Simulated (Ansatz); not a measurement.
The input, for Ansatz 0.2.0:

```yaml
crystal:
  periodic: [false, false, false]
  atoms:
    - {symbol: F, position_ang: [-0.015433, -0.009008, -1.730927]}
    - {symbol: Al, position_ang: [-0.016266, -0.025151, -0.111280]}
    - {symbol: S, position_ang: [0.031698, 0.034159, 1.842207]}
basis:
  gaussian: {orbitals: cc-pVDZ}
magnetization: {spin_polarized: false}
hamiltonian: {xc: {name: PBE}, pseudopotentials: {relativity: none}}
correlation: {method: bccd, electrons: valence}
```

```sh
$ ansatz run in.yaml --threads 1 --pin off --events-out ev --progress --plain --max-ram 2393MiB
```

Log:

```
501 factors; integrals over basis functions are off by at most 6.5e-4 eV
mean field evaluation 1: about -20135.8316 eV, gradient 4.4e1 eV
mean field evaluation 2: about -20135.8285 eV, gradient 4.4e1 eV
mean field evaluation 4: about -20138.8725 eV, gradient 2.1e1 eV
mean field evaluation 8: about -20140.3926 eV, gradient 8.2e-1 eV
mean field evaluation 16: about -20140.3950 eV, gradient 4.9e-5 eV
mean field -20140.39501687 eV, -740.1458652198 hartree, gradient 9.7e-7 eV, S^2 0.000000; 0 other end points of the search recorded, 0 dependent functions left out
11 core orbitals not correlated: weight in the atoms' cores, before any rotation towards them, 1.000 or more for the frozen orbitals, at most 0.000 for the correlated occupied ones
reference -20107.87117357 eV, -738.9506360239 hartree; 8, 8 occupied and 31, 31 virtual orbitals, 501 factors
second order -10.60669167 eV of doubles, -0.48866804 eV of singles
cycle   1  -10.52600657 eV  change    5.4e-1 eV  update   1.2e-1
cycle   2  -10.82293414 eV  change   -3.0e-1 eV  update   5.8e-2
cycle   3  -10.90716815 eV  change   -8.4e-2 eV  update   1.1e-2
cycle   4  -10.91399625 eV  change   -6.8e-3 eV  update   3.4e-3
cycle   5  -10.91302607 eV  change    9.7e-4 eV  update   1.2e-3
cycle   6  -10.91302307 eV  change    3.0e-6 eV  update   5.8e-4
cycle   7  -10.91275907 eV  change    2.6e-4 eV  update   2.2e-4
cycle   8  -10.91276242 eV  change   -3.4e-6 eV  update   7.5e-5
cycle   9  -10.91276190 eV  change    5.2e-7 eV  update   2.5e-5
cycle  10  -10.91275801 eV  change    3.9e-6 eV  update   8.9e-6
Total energy: -20118.78393158 eV, -739.3516724839 hartree
```

Ran on 1 thread of Arm Neoverse V1, shared host: 1.6 s wall, 0.1 GiB peak host memory.
